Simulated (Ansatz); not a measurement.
Relaxation of C₃H₆N₂O (12 atoms, charge 0, multiplicity 1), to a largest force component of 0.015 eV/Å in at most 40 steps.

Method: RKS PBE0-D4/def2-SVP (Ansatz).

```xyz
12
Properties=species:S:1:pos:R:3
C -1.306 -2.069 0.797
C -0.366 -1.312 0.353
N 0.513 -0.672 -0.042
C 0.281 0.689 -0.448
N 1.434 1.358 -0.766
O -0.439 1.501 0.504
H -1.374 -3.082 0.577
H -2.095 -1.550 1.377
H -0.412 0.671 -1.306
H 2.009 1.247 0.109
H 1.893 0.792 -1.426
H -0.063 2.372 0.306
```

Problem. Where does it end, and by what steps?

Solution. It converged. The force dipped under the threshold on the way, but the program's further checks kept it going. After 34 steps the energy has fallen by 1.370 eV; N3 moved furthest, 0.93 Å.

```tsv
step	energy less start (eV)	largest force component (eV/Å)	accepted
0	0.0000	4.633	yes
2	-1.1935	0.781	yes
4	-1.3314	0.385	yes
6	-1.3409	0.154	yes
8	-1.3452	0.067	yes
10	-1.3466	0.061	yes
12	-1.3467	0.070	no
14	-1.3474	0.160	yes
16	-1.3463	0.254	no
18	-1.3570	0.141	yes
20	-1.3627	0.273	yes
22	-1.3599	0.231	no
24	-1.3650	0.217	no
26	-1.3686	0.042	yes
28	-1.3690	0.013	yes
30	-1.3692	0.037	no
32	-1.3695	0.026	yes
34	-1.3695	0.008	yes
```

```xyz
12
Properties=species:S:1:pos:R:3
C -1.279 -2.239 0.683
C -0.511 -1.171 0.676
N 0.238 -0.210 0.717
C 0.185 0.895 -0.240
N 1.446 1.115 -0.870
O -0.182 2.009 0.497
H -0.995 -3.127 0.115
H -2.203 -2.247 1.264
H -0.558 0.663 -1.034
H 2.188 1.081 -0.171
H 1.642 0.411 -1.577
H 0.107 2.767 -0.027
```

Whether the end is a true minimum wasn't checked by a vibrational analysis.

The run took 57 s on 2 threads of Intel(R) Xeon(R) 6975P-C (Granite Rapids), with other jobs on the host, peak memory 0.28 GiB.
